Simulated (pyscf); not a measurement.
Thermochemistry of product channels of F–W(F)(F)–F [singlet] + H₂O on the singlet surface, in eV, from ωB97M-D3(BJ)/def2-TZVP energies (ideal gas, 1 atm, RRHO with modes under 100 cm⁻¹ raised to 100, one conformer, R ln 2 for chiral ones without a mode under 150 cm⁻¹). Single points on ωB97X-D3(BJ)/def2-SVP structures (PySCF, gas phase).

| products | ΔE | ΔH(298 K) | ΔG(900 K) | ΔG(1200 K) |
|---|---|---|---|---|
| HF + HO–W(F)(F)–F [singlet] | ? | +0.10 | +0.05 | ? |
| HO–WH(F)(F)(F)–F | -0.75 | -0.77 | +0.60 | +1.02 |

**Question.** Some entries are withheld; supply them.

**Answer.** 
- HF + HO–W(F)(F)–F [singlet], ΔE: +0.12
- HF + HO–W(F)(F)–F [singlet], ΔG(1200 K): +0.02

The channel to HO–WH(F)(F)(F)–F turns unfavourable between 298 and 1200 K (ΔG from -0.31 eV to +1.02 eV).

These are energies of the channels, which say nothing of barriers. Elements past Kr carry the def2 core potentials, without spin-orbit coupling.
